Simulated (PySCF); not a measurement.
# Structure from NMR data

The spectra below were simulated for a compound C2H6S.

¹H NMR (400 MHz, computed): δ 2.45 (q, 2H), 1.48 (br s, 1H), 1.28 (t, 3H).

¹³C{¹H} NMR (computed): δ 27.1 (CH2), 24.1 (CH3).

- PBE0-D3(BJ)/def2-TZVP structure
- shieldings: GIAO B97-2/pcSseg-2
- program: PySCF 2.14
- one computed conformer, no solvent model, non-relativistic, equivalent nuclei averaged

Referencing at the same level of theory: ¹H and ¹³C vs TMS.

Problem. Deduce the structure.

Solution. 
Rings plus π bonds: 0. 2 carbon signals for 2 carbons: no two carbons are equivalent. Carbon types of the structure: 1 × CH2, 1 × CH3, leaving 1 H on heteroatoms. δC 27.1: sp3 CH2 bonded to S. δC 24.1: methyl carbon; aliphatic region, no heteroatom directly attached. δH 2.45: hydrogen on an sp3 CH2 bonded to S. δH 1.48: hydrogen on a thiol sulfur; exchangeable, gas-phase position. δH 1.28: hydrogen on a methyl carbon.

These data were computed for ethanethiol.

OH/NH shifts are gas-phase values; hydrogen bonding in solution moves them, usually downfield. Shifts are as computed. Against solution values, carbons near 30 ppm lie about +3 ppm off and those near 130 ppm about +7 ppm; carbons on S a further +4 ppm. Of 1211 compounds with measured shifts, 218 miss one by over three times the rms of a fit or turn the order of signals round; such compounds aren't used in these exercises. No couplings were computed; multiplicities are counted from neighbouring protons, with m where these are inequivalent, close in shift, in a saturated or five-membered ring or joined by F or P, and br s for small geminal =CH2 splittings.
